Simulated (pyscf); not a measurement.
Thermochemistry of product channels of H₂Al–PH₂ + silylene (SiH₂) [singlet] on the singlet surface, in eV, from CCSD(T)/def2-TZVPP + ΔMP2(QZVPP) energies (ideal gas, 1 atm, RRHO with modes under 100 cm⁻¹ raised to 100, one conformer, R ln 2 for rigid chiral ones). Single points on ωB97X-D3(BJ)/def2-SVP structures (PySCF, gas phase). Correlated levels are frozen-core, on RHF or UHF. ΔMP2 is the change of the MP2 total energy from the triple- to the quadruple-zeta basis.

```
products         ΔE  ΔH(298 K)  ΔG(600 K)  ΔG(1200 K)
------------  -----  ---------  ---------  ----------
H₃Si–AlH–PH₂  -2.51      -2.37      -1.49       -0.67
H₂Al–PH–SiH₃    [?]      -2.66      -1.65         [?]
```

Task: Complete the blanks.

Result: 
- H₂Al–PH–SiH₃, ΔE: -2.80
- H₂Al–PH–SiH₃, ΔG(1200 K): -0.68

These are energies of the channels, which say nothing of barriers. The CCSD(T) − MP2 part came from Ansatz, without density fitting, on the same reference.
